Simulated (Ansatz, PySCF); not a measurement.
Complex: CH5N (SMILES CN) (first 7 atoms) with H2O (SMILES O); geometry from S66by8 set.
(charge 0, multiplicity 1):
```xyz
10

N     -0.7367    -0.6660    -0.3598
H     -0.8324    -1.6348    -0.0839
H     -1.3258    -0.5525    -1.1746
C     -1.2201     0.2021     0.7206
H     -1.1160     1.2392     0.4127
H     -2.2579     0.0287     1.0117
H     -0.5882     0.0624     1.5938
O      1.7413     0.4733    -0.2491
H      0.9238    -0.0229    -0.4223
H      2.3232     0.2148    -0.9648
```

Monomers are frozen at their geometry in the pair; levels with a basis set take the counterpoise correction.

Rows in 6-31G* carry no dispersion term and start afresh at each structure (6-31G* with six Cartesian d functions).

Programs: Ansatz (a first-principles code) with Gaussian orbitals; PySCF for 6-31G* rows. Each number belongs to the level named beside it.

Question: Give the interaction energy at the level HF/aug-cc-pVDZ.

Answer: -13 kJ/mol

Question: Give the interaction energy at the level HF/6-31G*.

Answer: -16 kJ/mol

Question: Give the interaction energy at the level B3LYP/def2-TZVPPD.

Answer: -24 kJ/mol
